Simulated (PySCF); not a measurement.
Compound: C4H6N2.
Bonds: C1–N2, N2–C3 (aromatic), C3–C4 (aromatic), C4–N5 (aromatic), N5–C6 (aromatic), N2–C6 (aromatic). Hydrogens: H7, H8, H9 on C1; H10 on C3; H11 on C4; H12 on C6.

The closed-shell ground state was solved at several levels (PySCF, density fitting, gas phase, non-relativistic). Geometry: PBE0-D3(BJ)/def2-SVP; no solvent, vibrations or thermal averaging.

```json
{"level": "PBE0/pcSseg-2", "basis functions": "300", "total energy (Eh)": "-265.3161", "HOMO (eV)": "-6.59", "LUMO (eV)": "0.41", "gap (eV)": "7.00", "dipole (D)": "4.14"}
{"level": "PBE0/6-311+G(2d,p)", "basis functions": "198", "total energy (Eh)": "-265.2925", "HOMO (eV)": "-6.57", "LUMO (eV)": "0.11", "gap (eV)": "6.68", "dipole (D)": "4.14"}
{"level": "PBE0/def2-SVP", "basis functions": "114", "total energy (Eh)": "-265.0300", "HOMO (eV)": "-6.50", "LUMO (eV)": "0.78", "gap (eV)": "7.28", "dipole (D)": "4.09"}
{"level": "PBE0/STO-3G", "basis functions": "36", "total energy (Eh)": "-261.9165", "HOMO (eV)": "-4.73", "LUMO (eV)": "3.68", "gap (eV)": "8.41", "dipole (D)": "3.92"}
{"level": "LC-wPBE/pcSseg-2", "basis functions": "300", "total energy (Eh)": "-265.4522", "HOMO (eV)": "-9.20", "LUMO (eV)": "2.10", "gap (eV)": "11.30", "dipole (D)": "4.26"}
{"level": "B97-2/pcSseg-2", "basis functions": "300", "total energy (Eh)": "-265.5297", "HOMO (eV)": "-6.33", "LUMO (eV)": "0.38", "gap (eV)": "6.71", "dipole (D)": "4.10"}
{"level": "PBE0/def2-TZVP", "basis functions": "222", "total energy (Eh)": "-265.3155", "HOMO (eV)": "-6.55", "LUMO (eV)": "0.56", "gap (eV)": "7.11", "dipole (D)": "4.06"}
{"level": "PBE0/6-31G", "basis functions": "66", "total energy (Eh)": "-265.1284", "HOMO (eV)": "-6.49", "LUMO (eV)": "0.97", "gap (eV)": "7.46", "dipole (D)": "4.41"}
{"level": "wB97X-D/pcSseg-2", "basis functions": "300", "total energy (Eh)": "-265.5345", "HOMO (eV)": "-8.39", "LUMO (eV)": "2.06", "gap (eV)": "10.45", "dipole (D)": "4.20"}
{"level": "BHandHLYP/pcSseg-2", "basis functions": "300", "total energy (Eh)": "-265.4591", "HOMO (eV)": "-7.43", "LUMO (eV)": "0.84", "gap (eV)": "8.27", "dipole (D)": "4.19"}
{"level": "B3LYP/pcJ-1", "basis functions": "222", "total energy (Eh)": "-265.5398", "HOMO (eV)": "-6.34", "LUMO (eV)": "0.40", "gap (eV)": "6.74", "dipole (D)": "4.16"}
```

What might B3LYP/pcSseg-2 (300 basis functions) give for the same quantities?

Total energy -265.6342 Eh, HOMO -6.39 eV, LUMO 0.10 eV, gap 6.49 eV, dipole 4.13 D.

Over all these levels, which gives the widest orbital gap and which the narrowest?

LC-wPBE/pcSseg-2 (range-separated hybrid) has the widest, 11.30 eV, and B3LYP/pcSseg-2 (global hybrid, 20 % exact exchange) the narrowest, 6.49 eV. The two share the basis. From the narrowest to the widest the HOMO moves by -2.81 eV and the LUMO by +2.00 eV.

How much does the basis alone move the frontier levels among the 6 PBE0 rows?

The HOMO by 1.86 eV and the LUMO by 3.57 eV. By rising basis size (HOMO, LUMO in eV): STO-3G -4.73, 3.68; 6-31G -6.49, 0.97; def2-SVP -6.50, 0.78; 6-311+G(2d,p) -6.57, 0.11; def2-TZVP -6.55, 0.56; pcSseg-2 -6.59, 0.41.

In the pcSseg-2 basis, how does the gap go with the fixed share of exact exchange?

B3LYP (20 %) 6.49 eV; B97-2 (21 %) 6.71 eV; PBE0 (25 %) 7.00 eV; BHandHLYP (50 %) 8.27 eV. Each rise in the share widens the gap here.

How far do the dipole and the HOMO energy spread over the levels?

The dipole runs from 3.92 to 4.41 D (mean 4.15 D) and the HOMO from -9.20 to -4.73 eV.

wB97X-D is run here without its empirical dispersion term; that term would change no orbital, density or response property at a fixed geometry.
